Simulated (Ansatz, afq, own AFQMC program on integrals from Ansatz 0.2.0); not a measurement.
The C1–H5 bond of ZnCH4, singlet, worked out

```json
{"atom": "C", "x (Å)": "-0.1626", "y (Å)": "-0.4112", "z (Å)": "-0.5617"}
{"atom": "Zn", "x (Å)": "0.3066", "y (Å)": "0.6956", "z (Å)": "0.9676"}
{"atom": "H", "x (Å)": "0.6335", "y (Å)": "-1.1373", "z (Å)": "-0.7961"}
{"atom": "H", "x (Å)": "-1.0862", "y (Å)": "-0.9848", "z (Å)": "-0.3777"}
{"atom": "H", "x (Å)": "-0.3288", "y (Å)": "0.1966", "z (Å)": "-1.4666"}
{"atom": "H", "x (Å)": "0.6794", "y (Å)": "1.5771", "z (Å)": "2.1883"}
```

The molecule and both fragments are relaxed with PBE0/def2-SVP; the fragments keep their bonds.

Basis def2-TZVP. Only valence electrons are correlated. AFQMC by an in-house program on the Cholesky factors that Ansatz 0.2.0 writes for its CCSD(T) run. The CISD trial takes its coefficients from CCSD amplitudes. Released means that phaseless walkers are propagated on without the constraint, phases kept. ± is one standard error of the sampling. The metal's outer-core s and p shells are frozen, which shifts wave-function levels against functionals.

Total energies in eV. CBS is CCSD(T) at the limit of def2-TZVPP/QZVPP (extrapolated itself); the highest rung of each member is named.

Cautions: no relativity below Rb; outer-core shells of the metal frozen; ZnCH₄ (singlet): the released value is read at 1.50 1/Eh with a noise of 13 meV, more than in the cases checked (meV from the phaseless value at times in 1/Eh: -1 ± 6 at 0.24, -13 ± 8 at 0.51, 5 ± 8 at 0.99, -17 ± 13 at 1.50), released reference can be 30 meV off for metals; ZnCH₃ (doublet): the released value is read at 0.99 1/Eh with a noise of 10 meV, more than in the cases checked, later times being too noisy (meV from the phaseless value at times in 1/Eh: 1 ± 7 at 0.24, 7 ± 11 at 0.51, -6 ± 10 at 0.99, 4 ± 17 at 1.50), released reference can be 30 meV off for metals.

```csv
member,count,CCSD(T)/def2-TZVP,highest rung in def2-TZVP,which,CCSD(T)/CBS
"ZnCH₃, doublet",+1,-49468.4112,-49468.4314 ± 0.0105,released AFQMC,-49474.2307
H (doublet),+1,-13.6005,-13.6005,FCI,-13.6059
"ZnCH₄, singlet",-1,-49486.5023,-49486.5258 ± 0.0132,released AFQMC,-49492.4786
```

**Question.** Work out the best estimate of the bond energy: the CCSD(T)/CBS difference plus the step from CCSD(T) to the highest rung.

**Answer.** Sums with the counts: CCSD(T)/CBS 4.6420 eV, highest rung 4.4939 eV, CCSD(T)/def2-TZVP 4.4906 eV. The step is 4.4939 − 4.4906 = 0.0033 eV, so the best estimate is 4.6420 + (0.0033) = 4.6453 eV, with sampling noise 0.017 eV. The step is under twice that noise, so its sign is open. The basis set is worth 0.151 eV of it. Zero-point, core-correlation and spin–orbit terms aren't in it. Past Ne the Hartree–Fock part of each CBS total tends to overshoot, since the cores don't follow the formula; that largely cancels in the difference.

Best estimates are given only where the step beyond CCSD(T) is under 0.3 eV and no member's determinant is very poor (T1 over 0.05, or 0.07 for open shells, ⟨S²⟩ too high by 0.3, two states mixed), so the hardest cases are missing from such tables.

Each member of a difference takes its own highest rung, so a best estimate needn't equal the limit plus the step of one row. Released energies are given only where the last usable release times agree within the noise; a slower fall can still hide under it.
